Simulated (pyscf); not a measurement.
Optimised with ωB97X-D3(BJ)/def2-SVP in PySCF. MP2 and CC: frozen core, UHF for open shells. ΔMP2 is the change of the MP2 total energy from the triple- to the quadruple-zeta basis.

Problem. How much does it cost (ΔH, 298 K, CCSD(T)/def2-TZVPP + ΔMP2(QZVPP)) to split F–F (SMILES FF) at its F–F bond into F• + F•?

Solution. F–F to F• + F•: 1.54 eV. The CCSD(T) − MP2 part came from Ansatz, without density fitting, on the same reference. Left out: the spin-orbit lowering of F.
